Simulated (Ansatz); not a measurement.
Reaction (substitution at a C–C bond): `CCNCF` + `CC(O)(O)F` → `COC(C)(O)F` + `CNCF`

Gas-phase electronic energies from Ansatz, PBE0-D4/def2-TZVP geometries. CCSD(T)/CBS adds triple-zeta CCSD(T) − MP2 to the extrapolated MP2 energy (def2 sets, frozen cores). Functionals use def2-TZVPP. B3LYP here is the variant with VWN-RPA as its local correlation; programs differ in this. Each species was taken in one conformer, which may not be the lowest.

Question: Is it downhill or uphill in electronic energy at CCSD(T)/CBS, and by how much? (Estimate.)

Answer: Ansatz gave: Uphill: ΔE = +57.1 kJ/mol.

Question: What do these levels give: r2SCAN-D4, PBE0-D4, B3LYP-D4, ωB97M-V, r2SCAN, PBE0, HF/def2-TZVPP, MP2/def2-TZVPP, SCS-MP2/def2-TZVPP, MP2/def2-QZVPP, SCS-MP2/def2-QZVPP, HF/CBS(def2)? (An estimate is asked.)

Answer: Computed: r2SCAN-D4 54.2, PBE0-D4 56.4, B3LYP-D4 51.0, ωB97M-V 54.6, r2SCAN 54.3, PBE0 56.7, HF/def2-TZVPP 48.9, MP2/def2-TZVPP 58.8, SCS-MP2/def2-TZVPP 54.6, MP2/def2-QZVPP 60.2, SCS-MP2/def2-QZVPP 56.2, HF/CBS(def2) 48.8 kJ/mol.

Largest T1 diagnostic among the species: 0.011.

In def2-TZVPP, CCSD(T) changes the Hartree–Fock value by +5.8 kJ/mol (the triples alone add −0.1 kJ/mol) and MP2 by +9.9 kJ/mol.
